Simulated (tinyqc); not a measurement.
Ways to converge the cycle: SCF convergence aids in the sto-6g basis, for LiH+, spin multiplicity 2. Computed by the program tinyqc with PySCF. Command: `OMP_NUM_THREADS=1 python tinyqc.py 115308 115309 out.jsonl`; one thread of a shared host (Intel(R) Xeon(R) Processor @ 2.60GHz), about 1 s.

Geometry (angstrom):

| atom | x | y | z |
|---|---|---|---|
| Li | 0.0000 | 0.0000 | 0.0000 |
| H | 0.0000 | 0.0000 | 2.8890 |

lowest solution found by these runs and by PySCF with stability checks = -7.700009 hartree

UHF with one setting changed at a time; a run stops when the energy changes by less than 1e-09 hartree and the error matrix is below 1e-5. The start is the Wolfsberg-Helmholz matrix. Damping d keeps d of the old density; a shift (hartree) raises the virtual levels; DIIS n extrapolates F over n matrices.

Largest element of the error matrix X^T (FDS - SDF) X:

| iteration | plain | damping 0.3 | damping 0.6 | shift 0.4 | DIIS 3 | DIIS 8 |
|---|---|---|---|---|---|---|
| 1 | 1.5e-01 | 1.5e-01 | 1.5e-01 | 1.5e-01 | 1.5e-01 | 1.5e-01 |
| 2 | 6.5e-02 | 9.2e-02 | 1.2e-01 | 1.1e-01 | 6.5e-02 | 6.5e-02 |
| 3 | 2.5e-02 | 5.3e-02 | 9.1e-02 | 7.3e-02 | 7.8e-03 | 7.8e-03 |
| 4 | 9.6e-03 | 3.0e-02 | 6.9e-02 | 4.7e-02 | 5.2e-04 | 5.2e-04 |
| 5 | 3.8e-03 | 1.7e-02 | 5.2e-02 | 3.0e-02 | 1.2e-04 | 1.2e-04 |
| 6 | 1.6e-03 | 9.7e-03 | 3.9e-02 | 1.9e-02 | 2.4e-05 | 3.9e-07 |
| 8 | 2.8e-04 | 3.2e-03 | 2.2e-02 | 7.4e-03 | 7.9e-07 | - |
| 10 | 5.1e-05 | 1.1e-03 | 1.3e-02 | 3.0e-03 | - | - |
| 14 | - | 1.3e-04 | 4.1e-03 | 6.3e-04 | - | - |
| 20 | - | 6.0e-06 | 7.8e-04 | 5.9e-05 | - | - |
| 30 | - | - | 5.2e-05 | - | - | - |

How each run ends:

| run | iterations | E (hartree) | state |
|---|---|---|---|
| plain | 13 | -7.700009 | lowest found |
| damping 0.3 | 21 | -7.700009 | lowest found |
| damping 0.6 | 40 | -7.700009 | lowest found |
| shift 0.4 | 25 | -7.700009 | lowest found |
| DIIS 3 | 8 | -7.700009 | lowest found |
| DIIS 8 | 7 | -7.700009 | lowest found |

6 of 6 runs reach the lowest solution found, in 7 to 40 iterations (fastest: DIIS 8). Plain steps already contract here, so damping only slows them. DIIS 3 and DIIS 8 gain by cancelling the error over several earlier matrices, much as a quasi-Newton step does.
